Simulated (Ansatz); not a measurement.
C6H10, SMILES `C#CCCCC`, relaxed with RKS PBE0-D4/def2-TZVP in Ansatz from a PBE-D4/def2-SVP geometry. The force threshold is 0.005 eV/Å; the program also tests the step.

Total charge 0; spin multiplicity 1.

Start:

```xyz
16

C     1.703    1.737   -1.998
C     1.392    1.509   -0.838
C     1.024    1.213    0.546
C     0.389   -0.180    0.741
C    -0.946   -0.361    0.012
C    -1.552   -1.753    0.198
H     1.973    1.948   -3.024
H     1.929    1.304    1.186
H     0.318    1.995    0.908
H     0.247   -0.347    1.831
H     1.109   -0.955    0.398
H    -0.795   -0.154   -1.070
H    -1.662    0.413    0.370
H    -0.873   -2.542   -0.189
H    -1.739   -1.975    1.269
H    -2.518   -1.853   -0.337
```

Q: How much energy does the relaxation release, and in how many steps? (Best estimate.)

A: Ansatz gave: 8.19 kJ/mol, in 5 steps.

Q: Which bonds change most? (Estimate.)

A: The calculation gave: C1–C2 from 1.223 to 1.201 Å; C3–H9 from 1.114 to 1.096 Å; C3–H8 from 1.112 to 1.095 Å; C5–H12 from 1.112 to 1.095 Å.

Q: Give the relaxed structure. (Estimate.)

A: The calculation gave: 
```xyz
16

C     1.670    1.706   -1.972
C     1.373    1.491   -0.829
C     1.014    1.204    0.550
C     0.387   -0.180    0.736
C    -0.934   -0.348    0.006
C    -1.531   -1.732    0.191
H     1.935    1.905   -2.983
H     1.910    1.291    1.173
H     0.317    1.973    0.903
H     0.240   -0.348    1.808
H     1.096   -0.940    0.393
H    -0.782   -0.147   -1.059
H    -1.641    0.410    0.363
H    -0.858   -2.505   -0.190
H    -1.714   -1.948    1.248
H    -2.482   -1.832   -0.338
```
